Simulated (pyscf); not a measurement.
A first-order saddle from PySCF, ωB97X-D3(BJ)/def2-SVP:

```
In
H 1 1.7655
O 2 1.5417 1 81.58
H 3 0.9700 2 125.72 1 -116.73
As 1 2.5773 2 160.01 3 32.06
H 5 1.5210 1 91.24 2 -172.60
H 5 1.5222 6 92.89 1 -89.02
```

Surface: singlet, charge 0. Lowest wavenumbers (cm⁻¹): 1384i, 72, 95, 230, 261.

Which two sides does it connect, and which bonds change?

H₂As–In [singlet] + H₂O ⇌ HO–InH–AsH₂, an insertion read from left to right: H–O broken and In–O, H–In formed. At CCSD(T)/def2-TZVPP + ΔMP2(QZVPP) it lies +1.82 eV from the left side and +1.94 eV from the right (each side as separated species at their lowest minima found). On the reactant side the descent ends in a bound adduct, 0.43 eV under the separated species and 2.29 eV under the saddle at ωB97X-D3(BJ)/def2-TZVP. One saddle was located; it need not be the lowest between these sides. The CCSD(T) − MP2 part came from Ansatz, without density fitting, on the same reference. The frozen core leaves the outer d or s,p core shells of the metals and heavy elements correlated in the MP2 and CC values, and def2-TZVPP describes them poorly, which can shift differences by a few kcal/mol. Elements up to Kr have no core potential and no relativistic terms here. Elements past Kr carry the def2 core potentials, without spin-orbit coupling.
